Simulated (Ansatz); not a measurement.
A made-up structure of CH₅OS (charge +1), singlet:

C1  (-0.570, 0.674, -0.328)
O2  (0.739, 0.040, -0.030)
S3  (0.962, -0.945, 1.371)
H4  (-1.268, -0.102, -0.634)
H5  (-0.368, 1.396, -1.116)
H6  (-0.865, 1.159, 0.598)
H7  (1.176, -0.906, 2.713)
H8  (0.151, -1.941, 0.951)
(Å)

It is relaxed with PBE-D4/def2-SVP and then PBE0-D4/def2-TZVP (Ansatz 0.2.0). Atoms count as bonded within 1.22 times the sum of their covalent radii (H–H: 0.88 Å). The end point is not checked to be a true minimum.

Problem. Does its bonding change? (Judge from chemistry; the calculation decides.)

Solution. Computed: No: no bond forms or breaks.

Where it ends: The first stage lowers the energy by 1.83 eV in 8 steps. It ends as CH₅OS ([CH3][O][SH2]), total charge +1:
```tsv
atom	x (Å)	y (Å)	z (Å)
C1	-0.4693	0.5959	-0.1540
O2	0.8672	0.0318	0.0030
S3	1.1441	-1.0342	1.1070
H4	-1.1710	-0.2011	-0.4044
H5	-0.3695	1.2960	-0.9792
H6	-0.7529	1.1148	0.7628
H7	0.5813	-0.4988	2.2298
H8	0.1256	-1.9316	0.9607
```

Labels in which every atom is bracketed show which atoms are joined, not bond orders.

For scale, one of the runs: PBE0-D4/def2-TZVP relaxation, 129 basis functions, launched by `ansatz run in.yaml --threads 2 --pin off --events-out ev --progress --plain --max-ram 4352MiB`. Hardware: 2 CPU threads of an Arm Neoverse N1, shared host. Wall time about 27 s.
